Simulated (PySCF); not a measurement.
C3H3FO2.
Atom-mapped SMILES: `[O:1]=[C:2]1[CH2:3][O:4][C@H:5]1[F:6]` (hydrogens: H7, H8 on C3; H9 on C5)

The calculation used PBE0-D3(BJ)/def2-SVP geometry optimisation, gas phase (PySCF 2.14.0).

**Question.** Give the optimised bond lengths and angles.

**Answer.** 
| bond | length (Å) | order |
| --- | --- | --- |
| O1=C2 | 1.187 | double |
| C2–C3 | 1.524 | single |
| C3–O4 | 1.433 | single |
| O4–C5 | 1.397 | single |
| C5–F6 | 1.353 | single |
| C2–C5 | 1.546 | single |
| C3–H7 | 1.104 | single |
| C3–H8 | 1.103 | single |
| C5–H9 | 1.105 | single |

Orders are formal, as drawn. A selection of angles:
| angle | degrees |
| --- | --- |
| O1–C2–C3 | 137.2 |
| O1–C2–C5 | 136.6 |
| C3–C2–C5 | 86.3 |
| C2–C3–O4 | 88.7 |
| C2–C3–H7 | 115.3 |
| C2–C3–H8 | 115.5 |
| O4–C3–H7 | 113.3 |
| O4–C3–H8 | 113.2 |
| H7–C3–H8 | 109.6 |
| C3–O4–C5 | 95.7 |
| O4–C5–F6 | 112.6 |
| O4–C5–H9 | 113.4 |
| F6–C5–H9 | 108.3 |
| C2–C5–O4 | 89.2 |
| C2–C5–F6 | 113.3 |
| C2–C5–H9 | 119.1 |

Dihedral angles: O1–C2–C3–O4 -176° (antiperiplanar); C2–C3–O4–C5 -3° (synperiplanar); C3–O4–C5–F6 -112° (anticlinal); O1–C2–C5–O4 176° (antiperiplanar).

The C–O distances run from 1.187 Å (O1=C2, drawn double) to 1.433 Å (C3–O4, drawn single), a spread of 0.246 Å. The 4-membered ring C2–C3–O4–C5 has internal angles of 86.3° to 95.7° (sum 360°, against 360° for a flat polygon); it is almost planar, 0.02 Å rms from its mean plane, widest ring torsion 3°. The 2 C–C bonds span 1.524 Å (C2–C3, drawn single) to 1.546 Å (C2–C5, drawn single), a spread of 0.022 Å.

Point group: C1 (no symmetry element, even within 0.4 Å). Whether it is a minimum is left open (no frequencies).

Time: 41 s wall. Hardware: one thread, x86-64 server (shared host). These figures are those of the optimisation.
